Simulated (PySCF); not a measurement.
`C=C=C=CC#N`, C5H3N

Geometry (Å), atoms numbered from 1 in this order:
```xyz
9

C    -2.314    0.047   -0.204
C    -1.029   -0.138   -0.378
C     0.209   -0.306   -0.538
C     1.502   -0.499   -0.719
C     2.486    0.333   -0.127
N     3.309    0.992    0.340
H    -3.041   -0.608   -0.672
H    -2.684    0.859    0.412
H     1.861   -1.316   -1.338
```

Computed, not measured: quadratic response CAM-B3LYP/def2-TZVPD first hyperpolarisability, Taylor convention, gas phase in PySCF 2.14.0. Geometry: PBE0-D3(BJ)/def2-TZVP.

Q: Give β for the processes computed.

A: In 10⁻³⁰ esu, Taylor convention; the vector part is βᵢ = ⅓ Σⱼ (βᵢⱼⱼ + βⱼᵢⱼ + βⱼⱼᵢ); β∥ is 3/5 of the vector part along the dipole, the dipole points from − to +:
| process | λ (nm) | β vector norm | β∥ | β HRS | depolarisation ratio |
| --- | --- | --- | --- | --- | --- |
| static β(0;0,0) | ∞ | 2.16 | -1.15 | 0.84 | 6.28 |
| second harmonic β(−2ω;ω,ω) | 1907 | 2.38 | -1.27 | 0.93 | 6.23 |
| Pockels β(−ω;ω,0) | 1907 | 2.23 | -1.19 | – | – |
| second harmonic β(−2ω;ω,ω) | 1064 | 3.03 | -1.62 | 1.19 | 6.08 |
| Pockels β(−ω;ω,0) | 1064 | 2.40 | -1.28 | – | – |

Q: Which lowest excitations, dipole and polarisabilities go with it?

A: S1 3.88 eV (f = 0.000); S2 4.92 eV (f = 0.646); S3 5.78 eV (f = 0.000); dipole 4.79 D; isotropic α 78.8 au static, 79.4 au at 1907 nm, 80.7 au at 1064 nm, 81.1 au at 953.5 nm, 87.3 au at 532 nm.
